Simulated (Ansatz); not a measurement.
A calculation on zinc-blende GaAs returned elastic constant C11 122 GPa, elastic constant C44 62.5 GPa, Voigt–Reuss–Hill shear modulus 49.5 GPa.

For reference: elastic constant C11 119 GPa (measured, temperature not stated, no zero-point or thermal correction; as tabulated in Bastos et al. (2018), arXiv:1801.07526); elastic constant C44 60 GPa (measured, temperature not stated, no zero-point or thermal correction; as tabulated in Råsander and Moram (2015), arXiv:1505.02379).

Problem. Which level of theory produced these numbers?
(A) r²SCANh (Ansatz, an electronic-structure program)
(B) PBE-D3(BJ) (Ansatz)
(C) LC-ωPBE (Ansatz)
(D) Hartree–Fock (Ansatz)

Solution. A, r²SCANh (Ansatz)

The others give: Hartree–Fock 136 GPa, 71.5 GPa, 58.0 GPa; LC-ωPBE 148 GPa, 73.4 GPa, 58.1 GPa; PBE-D3(BJ) 107 GPa, 54.7 GPa, 42.6 GPa.

Unless a cell is named, each level is at its own relaxed cell (Hartree–Fock 23.83, LC-ωPBE 21.64, PBE-D3(BJ) 22.85, r²SCANh 22.60 Å³/atom).

Caveats: the dispersion coefficients are held fixed in the derivatives (PBE-D3(BJ)). Ansatz's density-functional and Hartree–Fock values are scalar-relativistic unless marked +SOC, with PAW data made under PBE.
